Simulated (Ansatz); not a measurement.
I need a relaxed scan of one distance of FH2SSi, SMILES F[SiH2][S]. Use the Python package of Ansatz (0.2.0). Use (for the species named): B3LYP, def2-SVP basis, multiplicity 2.

```xyz
5

F    -0.3612    0.0044    1.5800
Si    0.0738   -0.0844    0.0458
S    -1.2072    1.1114   -1.2045
H     0.0622   -1.4910   -0.3817
H     1.4823    0.3860   -0.0810
```

Script `fh2ssi_relaxed_scan.py`:
```python
import ansatz as az
import numpy as np

geometry = (
    az.Crystal.molecule()
    .atom("F", (-0.3612, 0.0044, 1.58))
    .atom("Si", (0.0738, -0.0844, 0.0458))
    .atom("S", (-1.2072, 1.1114, -1.2045))
    .atom("H", (0.0622, -1.491, -0.3817))
    .atom("H", (1.4823, 0.386, -0.081))
)

setup = (
    geometry.calculation()
    .basis(gaussian="def2-SVP")
    .functional("b3lyp")
    .spin("collinear", total=1)
)
symbols = [site.symbol for site in geometry.cartesian_sites]
pairs = [(0, 1), (1, 2), (1, 3), (1, 4)]
print("held (A)   E (eV)        ", "  ".join(f"{symbols[i]}{i}-{symbols[j]}{j}" for i, j in pairs))
for length in [1.98, 2.15, 2.32, 2.58, 2.91]:
    data = setup.relax(constraints=[az.DistanceConstraint((1, 2), at=length)], force_tolerance=0.02, max_steps=60).run().report
    xyz = np.array(data["positions_ang"])
    print(f"{length:6.2f} {data['free_energy_ev']:14.5f}  ", "  ".join(f"{np.linalg.norm(xyz[i] - xyz[j]):.3f}" for i, j in pairs))
```

`python fh2ssi_relaxed_scan.py` gives:
```text
held (A)   E (eV)         F0-Si1  Si1-S2  Si1-H3  Si1-H4
DeckWarning: relax.constraints: the input's atoms, or those drawn, lie off the distances that are held; a relaxation that starts there is brought onto them ahead of its first SCF, by positions alone, an atom by 8.64e-2 Å at the most. With the symmetry [...]
  1.98   -21456.14754   1.630  1.980  1.492  1.493
  2.15   -21456.32584   1.626  2.150  1.487  1.487
  2.32   -21456.10204   1.622  2.320  1.483  1.483
  2.58   -21455.44989   1.618  2.580  1.481  1.481
  2.91   -21454.53711   1.615  2.910  1.481  1.480
```
(Warnings from the package without file and line, shortened, repeats left out.)

Notes:
- Total energies depend on the basis set; only differences at equal settings carry meaning.
- The energies are electronic: no zero-point or thermal terms, and the basis set is short of its limit.
- The run takes the species as open-shell (spin multiplicity 2), which needn't be its ground state.
- b3lyp holds the VWN-RPA fit, as in Gaussian; the form of ORCA and Turbomole is b3lyp5.
- Timing: 110 s on 1 thread of Arm Neoverse V2, on a shared host, peak memory 0.23 GiB.
